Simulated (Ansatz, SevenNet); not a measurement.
How well does each level of theory give the elastic constant C44 of rock-salt NbC?

Reference value: 150 GPa (measured, temperature not stated, no zero-point or thermal correction; as tabulated in Wu et al. (2005), arXiv:cond-mat/0412374).

```
level (code)         value (GPa)  cell (Å³/atom)  difference (%)
-------------------  -----------  --------------  --------------
SevenNet-0                  96.4           11.43             -36
LDA (Ansatz)                 179           10.85           +19.3
PBE (Ansatz)                 169           11.28           +12.7
PBEsol (Ansatz)              174           11.01           +16.0
PBE-D3(BJ) (Ansatz)          174           11.01           +16.0
```

The reference's temperature isn't stated, so close values are not ranked against it. Off by more than 25 %, or 35 % on the side where a correction would as a rule narrow the miss (bounds picked here): SevenNet-0 (-36 %).

The measured value isn't corrected to a static lattice, so vibrations enter the comparison. A static lattice is as a rule stiffer than a warm one, by over a tenth in soft solids.  PBE-D3(BJ): the dispersion coefficients are held fixed in the derivatives. Each level is taken at its own relaxed cell. Ansatz's density-functional and Hartree–Fock values are scalar-relativistic unless marked +SOC, with PAW data made under PBE.

Machine-learned potentials (SevenNet-0) are trained on DFT data: a solid inside that data is no test of them.

Differences are worked out from the printed values.

Ansatz is a quantum-chemistry and plane-wave program.
